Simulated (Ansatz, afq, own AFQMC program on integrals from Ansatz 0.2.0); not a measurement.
Integrals from Ansatz 0.2.0, then the random walk in our own AFQMC program (afq).

```yaml
crystal:
  periodic: [false, false, false]
  atoms:
    - {symbol: B, position_ang: [-2.130392, 0.000000, 0.000000]}
    - {symbol: H, position_ang: [-2.727125, 1.033571, 0.000000]}
    - {symbol: H, position_ang: [-2.727125, -1.033571, 0.000000]}
    - {symbol: H, position_ang: [-0.738392, 0.000000, 0.000000]}
    - {symbol: N, position_ang: [1.660692, 0.000000, 0.000000]}
    - {symbol: C, position_ang: [0.500608, 0.000000, 0.000000]}
basis:
  gaussian: {orbitals: cc-pVDZ}
magnetization: {spin_polarized: true, initial_magnetization: 1}
correlation: {method: ccsd_t, electrons: outside_noble_gas, hamiltonian_folder: ham}
```

```sh
$ ansatz run in.yaml --threads 1 --pin off --events-out ev --progress --plain --max-ram 16896MiB --backend cuda --devices 0, --max-vram 18GiB
```

Options of the walk:

```
--method phaseless --trial cisd --walkers 4000 --populations 20 --least-time 60 --time-step 0.005 --steps-per-block 50 --equilibration-blocks 28 --max-blocks 4000 --target-error 0.00023 --factor-cut 1e-05 --start spin_pure --seed 2872 --release-times 0.24,0.51,0.99,1.5 --release-step 0.03 --release-every 4 --taylor-order 6
```

Times are imaginary, in 1/Eh. The walk had a cap of 134 s. With eight or more populations the least sampling time is a fifth of least-time, and the error comes from their spread.

Log:

```
orbitals 54  electrons 8 7  factors 420 of 530
reference energy -118.59393348 Eh
CCSD correlation -0.38974731 Eh in 13 cycles, weight of the determinant in the CISD state 0.8076
energy of the start -118.963580 Eh
 block  time / (1/Eh)  mean weight  energy / Eh
     1     0.250  1.0004  -118.967120
     2     0.500  1.0001  -118.977293
     3     0.750  1.0004  -118.983777
     4     1.000  0.9999  -118.988632
     5     1.250  0.9997  -118.991338
    10     2.500  1.0002  -118.999614
    19     4.750  0.9999  -119.000575
    29     7.250  1.0001  -119.000192
    39     9.750  0.9998  -119.002110
    49    12.250  1.0000  -118.999457
    59    14.750  1.0002  -119.001982
    69    17.250  1.0003  -118.997804
    79    19.750  0.9998  -119.000625
    89    22.250  1.0000  -119.003000
    91    22.750  0.9999  -118.999969
error from the spread of 20 populations
released: time / (1/Eh)  energy / Eh  error  mean overlap
  0.24  -119.000988  0.000244  1.0002
  0.51  -119.001045  0.000263  1.0006
  0.99  -119.001044  0.000215  0.9970
  1.50  -119.001483  0.000298  0.9845
energy -119.000801 +/- 0.000255 Eh
(rows thinned)
```

The run passed its tests (sampling time, drift between the halves within three errors, error under three times the target), which doesn't prove that it has relaxed, ending at its cap on processor time. The second half of the sampling lies above the first by 1.5 errors of their difference, so the energy may still be moving and its error bar be too small.

Against this walk (error 6.9 meV) on the same determinant: CCSD(T) 70.9 meV higher, CCSDT(Q) 9.5 meV lower (within the noise). The error is statistical and leaves out the bias of the constraint. The determinant has ⟨S²⟩ = 0.95, so the low cluster orders mix in higher spin (the high orders can go on to a lower state of that spin), while the walk starts as a pure doublet. None of these is a sure reference here. Released to 1.50 1/Eh the energy moves by -19 ± 11 meV (both errors), within twice the noise.

Cautions: constraint bias not in the error; error above the target (6.9 against 6.3 meV); unrestricted determinant spin contaminated (⟨S²⟩ 0.95 against 0.75).

The walk took 2.3 min on 1 × NVIDIA H100 80GB HBM3 with 2 threads of AMD EPYC 7R13 Processor (Zen 3) (shared host) (the card was shared). The log's last line is the phaseless energy.

CCSDT and higher add their correlation energy to the determinant of the CCSD(T) run, since their own runs factorise the integrals more tightly (a shift of under 2 meV). A walk keeps the symmetry of its determinant, which the program's search chose and which needn't be the lowest solution, so a lower state of the same spin and another symmetry isn't excluded.
